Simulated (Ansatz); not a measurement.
Relaxing a trial structure of AlH5Si2

The starting geometry of this gas-phase singlet was optimised with GFN2-xTB.

```yaml
atoms:
  - { symbol: Al, position_ang: [-0.2544, -0.5296, -0.8979] }
  - { symbol: Si, position_ang: [-1.4893, 0.2716, 1.0400] }
  - { symbol: Si, position_ang: [-2.5497, 0.6433, -0.9674] }
  - { symbol: H, position_ang: [-0.1618, -1.9777, -1.5346] }
  - { symbol: H, position_ang: [1.0388, 0.1455, -1.4995] }
  - { symbol: H, position_ang: [-2.1886, -1.0370, 1.3925] }
  - { symbol: H, position_ang: [-2.1939, 1.9948, -1.4732] }
  - { symbol: H, position_ang: [-3.6727, 0.3658, -1.9010] }
```

Problem. Predict what becomes of its bonds when it is optimised with B3LYP-D3(BJ)/def2-SVP.

Solution. A bond breaks, giving a structure given below by its coordinates. Contacts that open: Al1–Si3 (2.58 → 3.85 Å).

The energy falls by 0.89 eV over 29 steps:

```json
{"step": "1", "E − E(last) (eV)": "0.888"}
{"step": "4", "E − E(last) (eV)": "0.130"}
{"step": "7", "E − E(last) (eV)": "0.054"}
{"step": "10", "E − E(last) (eV)": "0.038"}
{"step": "13", "E − E(last) (eV)": "0.027"}
{"step": "17", "E − E(last) (eV)": "0.011"}
{"step": "20", "E − E(last) (eV)": "0.002"}
{"step": "23", "E − E(last) (eV)": "0.000"}
{"step": "26", "E − E(last) (eV)": "0.000"}
{"step": "29", "E − E(last) (eV)": "0.000"}
```

Final geometry (Å):

```yaml
atoms:
  - { symbol: Al, position_ang: [0.3597, -0.9076, -0.8607] }
  - { symbol: Si, position_ang: [-1.8675, -0.5643, -0.0776] }
  - { symbol: Si, position_ang: [-2.9107, 1.1184, -0.9471] }
  - { symbol: H, position_ang: [1.2657, -2.0939, -0.3298] }
  - { symbol: H, position_ang: [0.8760, 0.1259, -1.9452] }
  - { symbol: H, position_ang: [-2.6486, -1.3409, 0.9253] }
  - { symbol: H, position_ang: [-2.2476, 1.9784, -1.9615] }
  - { symbol: H, position_ang: [-4.2986, 1.5608, -0.6446] }
```

No frequencies were run, so the end isn't proven a minimum. Run with Ansatz 0.2.0, 120 s on 1 thread of Intel(R) Xeon(R) Processor @ 2.50GHz (Skylake/Cascade Lake) (shared host).
